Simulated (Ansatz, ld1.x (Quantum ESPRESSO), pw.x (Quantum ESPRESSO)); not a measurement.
# Which C potential is closest to all-electron in the fcc crystal?

All use LDA (PW92), scalar-relativistic, no spin, cutoffs from each file’s atomic test, pw.x 7.5; 18³ k-points, Fermi–Dirac smearing 0.01 Ry. Δ is the rms difference from all-electron LAPW of the E(V) curves that follow from fits to the pressures, over ±6 % in volume. Mesh and smearing are coarse and serve the comparison alone. The files are a selection: those with a ghost or negative overlap were mostly not run, and those with noisy or unconverged pressures or nearly equal Δ are left out.

All-electron: a0 = 3.017 Å (V0 = 6.86 Å³/atom), B0 = 179.7 GPa.

Rank them by Δ, smallest first.
A. norm-conserving Troullier–Martins (Kleinman–Bylander form), ld1.x (Quantum ESPRESSO) 7.5, LDA (PW92); core [He], reference 2s2 2p2; waves: 2s (bound): rc 1.20 bohr; 2p (bound): rc 3.05 bohr; 3d channel at 0.2 Ry: rc 2.30 bohr; local part: the d channel; core correction: Bessel-smoothed model core inside 1.20 bohr.
B. PAW, ld1.x (Quantum ESPRESSO) 7.5, LDA (PW92); core [He], reference 2s2 2p2; waves: 2s (bound): rcut 1.15, rcutus 1.35 bohr; 2s channel at 0.75 Ry: rcut 1.15, rcutus 1.35 bohr; 2p (bound): rcut 1.70, rcutus 2.20 bohr; 2p channel at 1.05 Ry: rcut 1.70, rcutus 2.20 bohr; 3d channel at 0.05 Ry: rcut 1.50, rcutus 1.70 bohr; 3d channel at 0.85 Ry: rcut 1.50, rcutus 1.70 bohr; local part: all-electron potential smoothed inside 1.95 bohr (lloc = -2); core correction: none; augmentation: BESSEL, radius 0.90 bohr.
C. norm-conserving Troullier–Martins (Kleinman–Bylander form), ld1.x (Quantum ESPRESSO) 7.5, LDA (PW92); core [He], reference 2s2 2p2; waves: 2s (bound): rc 0.90 bohr; 2p (bound): rc 1.85 bohr; 3d channel at 0.35 Ry: rc 1.75 bohr; local part: all-electron potential smoothed inside 1.05 bohr (lloc = -2); core correction: Bessel-smoothed model core inside 0.55 bohr.

C (0.9 meV/atom), B (2.0 meV/atom), A (14.0 meV/atom).
